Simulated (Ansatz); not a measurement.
Task: a geometry optimisation of C4H6 (charge +1), SMILES [CH2][CH+]C=C, with the Ansatz DFT code, driven from Python. Give the script and its output. Settings: Hartree-Fock, def2-SVP basis, multiplicity 2.

| atom | x (Å) | y (Å) | z (Å) |
| --- | --- | --- | --- |
| C | 1.6133 | 0.4247 | 0.4041 |
| C | 0.8328 | -0.3219 | -0.6282 |
| C | -0.6351 | -0.4524 | -0.6002 |
| C | -1.3984 | 0.0849 | 0.3503 |
| H | 1.3082 | 1.4918 | 0.4189 |
| H | 1.4626 | -0.0324 | 1.4043 |
| H | 1.3770 | -0.7900 | -1.4375 |
| H | -1.1113 | -1.0139 | -1.3940 |
| H | -2.4721 | -0.0465 | 0.3153 |
| H | -0.9771 | 0.6557 | 1.1671 |

The script, `run_opt.py`:
```python
"""Minimum-energy structure of C4H6(+)."""

import itertools
import warnings

import ansatz as az
from ase.data import atomic_numbers, covalent_radii
import numpy as np

warnings.simplefilter("ignore", az.DeckWarning)

system = (
    az.Crystal.molecule()
    .atom("C", (1.6133, 0.4247, 0.4041))
    .atom("C", (0.8328, -0.3219, -0.6282))
    .atom("C", (-0.6351, -0.4524, -0.6002))
    .atom("C", (-1.3984, 0.0849, 0.3503))
    .atom("H", (1.3082, 1.4918, 0.4189))
    .atom("H", (1.4626, -0.0324, 1.4043))
    .atom("H", (1.377, -0.79, -1.4375))
    .atom("H", (-1.1113, -1.0139, -1.394))
    .atom("H", (-2.4721, -0.0465, 0.3153))
    .atom("H", (-0.9771, 0.6557, 1.1671))
)

model = (
    system.calculation()
    .basis(gaussian="def2-SVP")
    .functional("HF")
    .charge(1)
    .spin("collinear", total=1)
)
symbols = [site.symbol for site in system.cartesian_sites]
start = np.array([site.position_ang for site in system.cartesian_sites], dtype=float)
def progress(event):
    if event["event"] == "relax_step":
        row = event["data"]
        print(f"step {row['step']:3d}  E = {row['lagrangian_ev']:.6f} eV  largest force component {row['allowed_force_max_ev_ang']:.4f} eV/A")


r = model.relax(force_tolerance=0.02).session().plan().execute(on_event=progress).report
end = np.array(r["positions_ang"])

for key in ("converged", "free_energy_ev", "reference_energy_ev", "n_frozen", "n_occupied", "n_virtual"):
    print(f"{key:22s} {r[key]}")

# pairs closer than 1.2 times the sum of covalent radii, before or after
radius = [covalent_radii[atomic_numbers[s]] for s in symbols]
span = lambda where, i, j: np.linalg.norm(where[i] - where[j])
bonded = [(i, j) for i, j in itertools.combinations(range(len(symbols)), 2) if min(span(start, i, j), span(end, i, j)) < 1.2 * (radius[i] + radius[j])]
print("pair        before    after (A)")
for i, j in bonded:
    print(f"{symbols[i]}{i}-{symbols[j]}{j}".ljust(10), f"{span(start, i, j):8.4f} {span(end, i, j):8.4f}")
for first, second in list(itertools.combinations(bonded, 2)):
    shared = set(first) & set(second)
    if shared and symbols[(j := shared.pop())] != "H":
        i, k = sorted((set(first) | set(second)) - {j})
        u, v = end[i] - end[j], end[k] - end[j]
        angle = np.degrees(np.arccos(np.clip(u @ v / np.linalg.norm(u) / np.linalg.norm(v), -1, 1)))
        print(f"final angle {symbols[i]}{i}-{symbols[j]}{j}-{symbols[k]}{k}: {angle:.2f} deg")
```

```console
$ python run_opt.py
step   1  E = -4203.485809 eV  largest force component 2.9676 eV/A
step   2  E = -4203.830065 eV  largest force component 1.5179 eV/A
step   3  E = -4203.910194 eV  largest force component 0.6226 eV/A
step   4  E = -4203.998636 eV  largest force component 0.3276 eV/A
step   5  E = -4204.019990 eV  largest force component 0.3933 eV/A
step   6  E = -4204.072489 eV  largest force component 0.7168 eV/A
step   7  E = -4204.244776 eV  largest force component 1.0041 eV/A
step   8  E = -4204.476215 eV  largest force component 1.8891 eV/A
step   9  E = -4204.695094 eV  largest force component 1.7837 eV/A
step  10  E = -4204.867580 eV  largest force component 0.9827 eV/A
step  11  E = -4204.963189 eV  largest force component 0.2924 eV/A
step  12  E = -4205.001596 eV  largest force component 0.1619 eV/A
step  13  E = -4205.009165 eV  largest force component 0.0287 eV/A
step  14  E = -4205.009847 eV  largest force component 0.0192 eV/A
converged              True
free_energy_ev         -4205.00984677492
reference_energy_ev    -4205.00984677492
n_frozen               0
n_occupied             [15, 14]
n_virtual              [71, 72]
pair        before    after (A)
C0-C1        1.4941   1.3879
C0-H4        1.1100   1.0820
C0-H5        1.1100   1.0826
C1-C2        1.4740   1.4050
C1-H6        1.0818   1.0837
C2-C3        1.3322   1.3877
C2-H7        1.0827   1.0837
C3-H8        1.0823   1.0825
C3-H9        1.0819   1.0821
final angle C1-C0-H4: 123.01 deg
final angle C1-C0-H5: 119.92 deg
final angle C0-C1-C2: 125.75 deg
final angle C0-C1-H6: 117.61 deg
final angle H4-C0-H5: 117.07 deg
final angle C2-C1-H6: 116.64 deg
final angle C1-C2-C3: 125.89 deg
final angle C1-C2-H7: 116.67 deg
final angle C3-C2-H7: 117.44 deg
final angle C2-C3-H8: 119.85 deg
final angle C2-C3-H9: 123.13 deg
final angle H8-C3-H9: 117.02 deg
```

Caveats:
- Total energies depend on the basis set; only differences at equal settings carry meaning.
- The end point is the stationary point reached from this start; no frequency run checks that it is a minimum, and the basis set is modest.
- The species is open-shell (spin multiplicity 2).
- The expectation value of S² is noticeably off S(S+1) in at least one run, so that state is spin-contaminated.
- The whole script took 27 s on 1 thread of Arm Neoverse V2 (shared host), peak memory 0.26 GiB.
